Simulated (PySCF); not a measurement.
# How methods differ on the ionisation energy of Si

Si [Ne] 3s2 3p2 (3P) → Si⁺ [Ne] 3s2 3p1 (2P), as a difference of total energies. All numbers are calculated (PySCF 2.14, the non-relativistic Hamiltonian (point nucleus), in def2-TZVPPD (6s5p4d1f, 48 functions)). Correlated levels: valence and next inner shell: 1s2 frozen. The calculations carry no spin-orbit coupling.

| method | ionisation energy (eV) | error (eV) |
| --- | --- | --- |
| UHF | 7.638 | -0.519 |
| MP2 (valence and next inner shell) | 8.035 | -0.122 |
| SCS-MP2 (valence and next inner shell) | 7.949 | -0.208 |
| CCSD (valence and next inner shell) | 8.062 | -0.095 |
| CCSD(T) (valence and next inner shell) | 8.098 | -0.059 |

Reference: 8.157 eV (measured; NIST levels, between the centres of gravity of the two terms).

Errors of the correlated levels include the incompleteness of this basis and the frozen core.
